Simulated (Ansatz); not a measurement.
We consider FeS₂ (Pnnm, No. 58), described by PBE (Ansatz, a first-principles code, PAW).

Run with plane-wave cutoff 520 eV, 8×6×10 k mesh (along the axes of the cell as run), Fermi–Dirac smearing 0.01 eV, no spin polarisation, scalar-relativistic PAW data made under PBE.

Cell (relaxed at this level):

```xyz
6
Lattice="4.4389 0.0000 0.0000 0.0000 5.4093 0.0000 0.0000 0.0000 3.3897" Properties=species:S:1:pos:R:3 pbc="T T T"
Fe     2.2195     2.7046     1.6948
Fe     0.0000     0.0000     0.0000
S      1.3037     4.7339     1.6948
S      3.1352     0.6753     1.6948
S      3.5232     3.3800     0.0000
S      0.9157     2.0293     0.0000
```

Task: Give the computed bulk modulus.

Result: 
* **bulk modulus**: 150 GPa

Note: the bulk modulus is −V dP/dV from two relaxed cells at ±2 % in volume.

Static lattice: no zero-point or thermal effects.

It cost about 80 core-seconds (a rough figure) of CPU time.
